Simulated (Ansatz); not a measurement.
Ansatz input

```yaml
crystal:
  lattice:
    - [0.0, 1.9152218604, 1.9152218604]
    - [1.9152218604, 0.0, 1.9152218604]
    - [1.9152218604, 1.9152218604, 0.0]
  atoms:
    - { symbol: Rh, position: [0.0, 0.0, 0.0], spin: 1.0 }
hamiltonian:
  xc: pbe
  pseudopotentials:
    kind: paw
    azcp:
      Rh: "pseudopotentials/Rh.paw.azcp"
basis:
  ecutwfc: 420
  fft_grid_basis: typed
kpoints:
  mp_grid: { grid: [7, 7, 7], shift: [0, 0, 0] }
magnetization:
  spin_polarized: true
scf:
  occupations: { method: fermi_dirac, width: 0.1 }
```

Output

```
Engine: ansatz 0.2.0, aarch64-unknown-linux-gnu
Pseudopotentials: kind: paw
Pseudopotential: Rh, paw, valence charge 17, recommended cutoff 420 eV (normal) 
Functional definition: PBE
  parameter kappa = 0.804
  parameter beta = 0.06672455060314922
  exchange = pbe_x(kappa = kappa, mu = beta*pi^2/3)
  correlation = pbe_c(beta = beta)
Crystal: 1 atoms, lattice volume = 14.050 Å³
Basis set: ecut = 420 eV, 283 PW (Γ)
Bands: 13, of which v1, the nominal top of the filled ones, is band 9 counted from 1 (8 counted from 0)
Symmetry: 48 space group operations
Space group: Fm-3m (ITA 225), of the structure as read, at distance tolerance 2.4e-5 Å
Magnetic group: BNS 225.116 (UNI 1618), of the structure as read, at distance tolerance 2.4e-5 Å
k-points: 20 of 343
Non-local potential: Rh, projectors of the file, l = 0: 3, l = 1: 2, l = 2: 2, l = 3: 1
PAW form: soft (Blöchl's): semilocal exchange-correlation on the pseudo side does not see the compensation charge
PAW one-centre angular grid: Rh, 590 points (default); XC on 64 Gauss nodes
Initial density: superposition of atomic densities (chi_scale 0.1, normalization cell)
Starting moments: Σ|m| = 1 μB on 1 of 1 site
Initial wavefunctions: pseudopotential atomic-orbital guess
Functional: x = pbe(κ = 0.804, μ = 0.2195149727645171), c = pbe(β = 0.06672455060314922)
SCF iter   1: F=—  HF=-6403.732611 eV  |F-HF|=—  |Δ(HF+E_count)|=         —  Δρ=1.03e-1 (↑1.03e-1 ↓3.88e-2)  dr2=1.60e0  dr2_m=3.86e-1  M=0.058 μB ∫|m|=0.058 μB  β_m=0.30  ethr=3.10e-3  ⟨swp⟩=4.6  Hψ=2795  notcnv=0
Mixer restart at iter 1: flushing history
SCF iter   2: F=—  HF=-6403.038489 eV  |F-HF|=—  |Δ(HF+E_count)|=   6.94e-1  Δρ=5.11e-2 (↑5.11e-2 ↓3.27e-2)  dr2=1.37e-1  dr2_m=1.86e-1  M=0.064 μB ∫|m|=0.064 μB  β_m=0.39  ethr=3.10e-3  ⟨swp⟩=2.6  Hψ=1245  notcnv=0
SCF iter   3: F=—  HF=-6402.972854 eV  |F-HF|=—  |Δ(HF+E_count)|=   6.56e-2  Δρ=2.13e-2 (↑2.13e-2 ↓2.13e-2)  dr2=9.34e-3  dr2_m=4.94e-2  M=0.041 μB ∫|m|=0.041 μB  β_m=0.62  ethr=8.08e-4  ⟨swp⟩=2.2  Hψ=857  notcnv=0
SCF iter   4: F=—  HF=-6402.964089 eV  |F-HF|=—  |Δ(HF+E_count)|=   8.76e-3  Δρ=1.02e-3 (↑1.02e-3 ↓8.03e-4)  dr2=8.32e-5  dr2_m=4.34e-5  M=0.003 μB ∫|m|=0.003 μB  β_m=0.76  ethr=5.49e-5  ⟨swp⟩=1.9  Hψ=808  notcnv=0
SCF iter   5: F=—  HF=-6402.964067 eV  |F-HF|=—  |Δ(HF+E_count)|=   2.22e-5  Δρ=2.27e-4 (↑2.05e-4 ↓2.27e-4)  dr2=3.62e-6  dr2_m=4.71e-6  M=0.001 μB ∫|m|=0.001 μB  β_m=0.88  ethr=4.90e-7  ⟨swp⟩=2.1  Hψ=827  notcnv=0
SCF iter   6: F=—  HF=-6402.964068 eV  |F-HF|=—  |Δ(HF+E_count)|=   8.70e-7  Δρ=3.15e-5 (↑3.15e-5 ↓3.14e-5)  dr2=5.81e-8  dr2_m=1.06e-7  M=0.000 μB ∫|m|=0.000 μB  β_m=0.94  ethr=2.13e-8  ⟨swp⟩=2.4  Hψ=832  notcnv=0
SCF iter   7: F=—  HF=-6402.964068 eV  |F-HF|=—  |Δ(HF+E_count)|=   1.04e-7  Δρ=5.29e-6 (↑4.10e-6 ↓5.29e-6)  dr2=1.20e-9  dr2_m=1.54e-9  M=0.000 μB ∫|m|=0.000 μB  β_m=0.92  ethr=3.42e-10  ⟨swp⟩=2.0  Hψ=829  notcnv=0
SCF iter   8: F=—  HF=-6402.964068 eV  |F-HF|=—  |Δ(HF+E_count)|=   2.51e-9  Δρ=1.02e-6 (↑1.02e-6 ↓6.46e-7)  dr2=6.02e-11  dr2_m=4.34e-11  M=0.000 μB ∫|m|=0.000 μB  β_m=0.96  ethr=7.05e-12  ⟨swp⟩=2.0  Hψ=855  notcnv=0
SCF iter   9: F=-6402.964068 eV  HF=-6402.964068 eV  |F-HF|=1.82e-12  |Δ(HF+E_count)|=  1.44e-10  Δρ=2.04e-7 (↑2.04e-7 ↓7.24e-8)  dr2=5.04e-12  dr2_m=1.24e-12  M=-0.000 μB ∫|m|=0.000 μB  ethr=1.00e-12  ⟨swp⟩=1.0  Hψ=1321  notcnv=0
SCF 1 converged in 9 iterations: F = -6402.964068 eV  dr2 = 5.04e-12
WARN: the starting moments were not kept: the SCF closed with an absolute magnetisation of 1.4e-6 μB, where they sum to 1 μB in size (1 site). That is at most 0.1 of that sum. Measured as dr2_m measures the in/out step, that magnetisation stands 9.3e-13 eV from none, at or under the dr2_threshold of 1.0e-7 eV: it is no larger than a step whose dr2_m would equal this threshold. The system may hold no moment; this SCF shows only that its start led to no more than that. To try another start: raise the starting moments (crystal.atoms[].spin, magnetization.per_species, magnetization.initial_magnetization, or on a non-collinear deck that types none of these the spinor_matrix: blocks that start its atoms; where the total moment is fixed, keep their sum and leave initial_magnetization as it is; typed ones take the place of any that the run laid by itself, positive ones on a crystal's lanthanoids without a Hubbard term where scf.initial_density.shell_occupations: [] is typed) or, if the notice of its spin-set hold's release reads "site moments contracting" or "site moments show no strong build", lengthen the hold (scf.mixing.spin_hold: { on: { confirm: 4 } }; for m-r²SCAN on two components see the key's manual first). Each may lead to a state that holds a moment. A second SCF, from the converged charge density, with the starting moments and any scf.initial_density.shell_occupations laid on it anew, would have followed, and was not run: the deck does not ask for one (magnetization.retry_lost_moments is false, the default). To let it run, set magnetization.retry_lost_moments: true and run the deck again, where that key's refused combinations let it; where memory then withholds it, that run's warning says so.
SCF converged after 9 iterations
Magnetization: -0.0000 μB (8.5000 up, 8.5000 down)
Absolute magnetization: 0.0000 μB (∫|ρ↑−ρ↓|, with the PAW one-centre terms)
Spin contamination: 0.0000 ħ² per cell (⟨S²⟩ above its minimum at these occupations)
Per-site moments (μB) at R_I (Å): [(-8.902509751992629e-7, 1.1172697510965832)]
Free energy (F): -6402.964068 eV
Harris-Foulkes:  -6402.964068 eV  (|F-HF|=1.82e-12)
Internal energy: -6402.929144 eV  (E = F + TS)
E sigma→0 (E₀):  -6402.946606 eV
Entropy (-TS):   -0.034925 eV (-34.925 meV/atom)
Fermi energy:    21.788970 eV
--- Per-component energies (eV) ---
  E_band       = -94.395555
  E_kinetic    = 572.763195
  E_local      = -1589.765880  (includes V_loc(G=0)·N_el)
  E_nonlocal   = 354.488336
  E_hartree    = 558.753287
  E_xc         = -221.768736
  E_vxc        = -278.391904  (∫ρ·V_xc dr)
  E_paw        = -3586.841220  (= ΣΔE_a)
  E_vpaw       = -270.996658  (= ΣTr[D̂ρ^β])
  E_aug_tail   = 0.000885  (compensation charges beyond the density's cutoff)
  E_ewald      = -2490.559012
  E_smearing   = -0.034925  (= −TS)
  E_closure    = -0.000000  (closes the sum)
  Σ components = -6402.964068   (vs F -6402.964068, Δ=0.00e0)
```
